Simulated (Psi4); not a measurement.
# OH (SMILES [OH]): UB2PLYP/def2-TZVP (density fitting, density fitting for correlation, sweep point 8)

Aim: the vertical electron affinity of OH at UB2PLYP/def2-TZVP (density fitting, density fitting for correlation, sweep point 8), from 2 runs. 

The results are computed with Psi4 1.11.

4 further runs of the same task are left out: 4 set aside as unsound or not needed.

### 1 The molecule

OH has 2 atoms, charge 0, and is taken as a doublet. As SMILES, `[OH]`. Geometry: relaxed at GFN2-xTB.

Bond lengths: O1–H2 0.963 Å.

### 2 The energy at UB2PLYP/def2-TZVP (density fitting, density fitting for correlation, sweep point 8)

Input file ho.in:

```
memory 1600 MB

molecule m {
  0 2
  O      0.411770    -0.131830     0.212430
  H     -0.411770     0.131830    -0.212430
  symmetry c1
}

set basis def2-TZVP
set reference uks
set puream true
set scf_type df
set num_frozen_docc 1
set dft_radial_points 250
set dft_spherical_points 1202
set maxiter 150

energy("b2plyp")
```

Command:

```console
psi4 ho.in ho.out -n 1
```

ho.out:

```text
[...]
  Running in c1 symmetry.
[...]
  Nuclear repulsion =    4.394007617076014
[...]
  Multiplicity = 2
[...]
  Nalpha       = 5
  Nbeta        = 4
[...]
    Number of basis functions: 37
[...]
   @DF-UKS iter   1:   -75.62177801618019   -5.18924e-01   7.83000e-03 ADIIS/DIIS
[...]
   @DF-UKS iter   8:   -75.65393941937666   -1.48761e-08   4.05822e-07 DIIS
[...]
   @S^2 Observed:                7.535279811E-01
[...]
    Orbital Energies [Eh]
    ---------------------
    Alpha Occupied:
       1A    -19.799846     2A     -1.174939     3A     -0.566454
       4A     -0.518634     5A     -0.436708
    Alpha Virtual:
       6A      0.068756     7A      0.444287     8A      0.449966
       9A      0.474098    10A      0.481065    11A      0.622501
      12A      1.288876    13A      1.319705    14A      1.526366
      15A      1.528600    16A      1.668409    17A      2.153070
      18A      2.182065    19A      2.225144    20A      2.631841
      21A      2.672665    22A      2.694426    23A      2.807423
      24A      3.810916    25A      5.234652    26A      5.234939
[...]
  @DF-UKS Final Energy:   -75.65393941937666
   => Energetics <=
    Nuclear Repulsion Energy =              4.3940076170760136
    One-Electron Energy =                -112.7557594268326824
    Two-Electron Energy =                  36.9659229748794544
    DFT Exchange-Correlation Energy =      -4.2581105844994536
    Empirical Dispersion Energy =           0.0000000000000000
    VV10 Nonlocal Energy =                  0.0000000000000000
    Total Energy =                        -75.6539394193766697
[...]
 Multipole Moments:
 ------------------------------------------------------------------------------------
     Multipole            Electronic (a.u.)      Nuclear  (a.u.)        Total (a.u.)
 ------------------------------------------------------------------------------------
 L = 1.  Multiply by 2.5417464519 to convert [e a0] to [Debye]
 Dipole X            :         -0.0000000            0.0000000           -0.0000000
 Dipole Y            :         -0.0000000           -0.0000000           -0.0000000
 Dipole Z            :          0.1398734           -0.8493960           -0.7095226
 Magnitude           :                                                    0.7095226
[...]
```

Run time: 6.9 s. Hardware: 1 thread of AMD EPYC 9R45 (Zen 5), shared host; peak memory 0.85 GiB.

### 3 The singlet anion at the same level

Input file job.in:

```
memory 1600 MB

molecule geom {
  -1 1
  O      0.411770    -0.131830     0.212430
  H     -0.411770     0.131830    -0.212430
  symmetry c1
}

set {
  basis def2-TZVP
  puream true
  scf_type df
  num_frozen_docc 1
  dft_radial_points 250
  dft_spherical_points 1202
}

energy_value, wavefunction = energy("b2plyp", return_wfn=True)
```

Command:

```console
psi4 -n 1 job.in job.out
```

job.out:

```text
[...]
  Running in c1 symmetry.
[...]
  Nuclear repulsion =    4.394007617076014
[...]
  Multiplicity = 1
[...]
  Nalpha       = 5
  Nbeta        = 5
[...]
    Number of basis functions: 37
[...]
   @DF-RKS iter   1:   -75.40567725956568   -3.02823e-01   2.21795e-02 ADIIS/DIIS
[...]
   @DF-RKS iter   7:   -75.67033260839422   -2.02000e-08   6.92305e-07 DIIS
[...]
    Orbital Energies [Eh]
    ---------------------
    Doubly Occupied:
       1A    -19.300035     2A     -0.679092     3A     -0.119811
       4A      0.019587     5A      0.019587
[...]
  @DF-RKS Final Energy:   -75.67033260839422
   => Energetics <=
    Nuclear Repulsion Energy =              4.3940076170760136
    One-Electron Energy =                -116.8398477645732072
    Two-Electron Energy =                  41.1809321429819235
    DFT Exchange-Correlation Energy =      -4.4054246038789575
    Empirical Dispersion Energy =           0.0000000000000000
    VV10 Nonlocal Energy =                  0.0000000000000000
    Total Energy =                        -75.6703326083942187
[...]
 Multipole Moments:
 ------------------------------------------------------------------------------------
     Multipole            Electronic (a.u.)      Nuclear  (a.u.)        Total (a.u.)
 ------------------------------------------------------------------------------------
 L = 1.  Multiply by 2.5417464519 to convert [e a0] to [Debye]
 Dipole X            :         -0.0000000            0.0000000           -0.0000000
 Dipole Y            :         -0.0000000           -0.0000000           -0.0000000
 Dipole Z            :          0.3270700           -0.8493960           -0.5223260
 Magnitude           :                                                    0.5223260
[...]
```

Run time: 4.2 s. Hardware: 1 thread of AMD EPYC 9R45 (Zen 5), shared host; peak memory 0.85 GiB.

### 4 What came out

At UB2PLYP/def2-TZVP (density fitting, density fitting for correlation, sweep point 8), 1 core orbital frozen:

| quantity | value |
| --- | --- |
| doublet OH: total energy | -75.71620 Eh |
| doublet OH: HOMO energy (SCF part's orbitals) (highest over α and β) | -10.99 eV |
| doublet OH: LUMO energy (SCF part's orbitals) (lowest over α and β) | -1.65 eV |
| doublet OH: ⟨S²⟩ | 0.754 |
| singlet anion: total energy | -75.75565 Eh |
| singlet anion: HOMO energy (SCF part's orbitals) | 0.53 eV |
| singlet anion: LUMO energy (SCF part's orbitals) | 9.21 eV |
| singlet anion: HOMO–LUMO gap (to an unbound level, set by the basis) | 8.67 eV |
| vertical electron affinity (to the singlet anion) | 1.074 eV |

At fixed nuclei the extra electron is bound by 1.07 eV (25 kcal/mol). The basis has no diffuse functions, so the error can be as large as this value. The HOMO (singlet anion) lies at positive energy, 0.53 eV; only total energies tell whether the electron is bound.
